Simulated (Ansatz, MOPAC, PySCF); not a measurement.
Species: methylamine, CH₅N, charge 0, multiplicity 1. SMILES: CN
Structure (B3LYP-D3(BJ)/def2-TZVP (Ansatz, a quantum-chemistry and plane-wave program) minimum search):
```xyz
7

C      0.0542     0.7048     0.0003
N      0.0439    -0.7575     0.0005
H     -0.9369     1.1793    -0.0070
H     -0.4495    -1.1127     0.8106
H     -0.4377    -1.1131    -0.8166
H      0.5892     1.0603     0.8824
H      0.6020     1.0600    -0.8741
```
Charge 0, spin multiplicity 1.

Unscaled harmonic wavenumbers (cm⁻¹) in rising order, each level at the stationary point that it reaches from this structure (no distance between atoms moves by over 0.3 Å); the order of modes can differ between levels, and a negative number is imaginary. B3LYP-D3(BJ)/def2-TZVP (PySCF, at the structure above): 303, 830, 976, 1057, 1169, 1347, 1460, 1497, 1518, 1666, 2965, 3059, 3094, 3490, 3564.

AM1 (MOPAC): 250, 925, 1012, 1131, 1347, 1350, 1376, 1380, 1477, 1733, 2980, 3020, 3103, 3426, 3470. Zero-point energy 40.0 against 40.0 kcal/mol; where all levels lie over 400 cm⁻¹, the wavenumbers are on average 1.014 times those of B3LYP-D3(BJ)/def2-TZVP.

HF/3-21G (Ansatz): 316, 753, 1047, 1096, 1256, 1456, 1614, 1680, 1702, 1851, 3135, 3229, 3264, 3678, 3774. Zero-point energy 42.7 against 40.0 kcal/mol; where all levels lie over 400 cm⁻¹, the wavenumbers are on average 1.065 times those of B3LYP-D3(BJ)/def2-TZVP.

HF/6-31G* (Ansatz): 340, 946, 1052, 1149, 1289, 1479, 1608, 1648, 1665, 1840, 3157, 3245, 3281, 3731, 3814. Zero-point energy 43.2 against 40.0 kcal/mol; where all levels lie over 400 cm⁻¹, the wavenumbers are on average 1.088 times those of B3LYP-D3(BJ)/def2-TZVP.
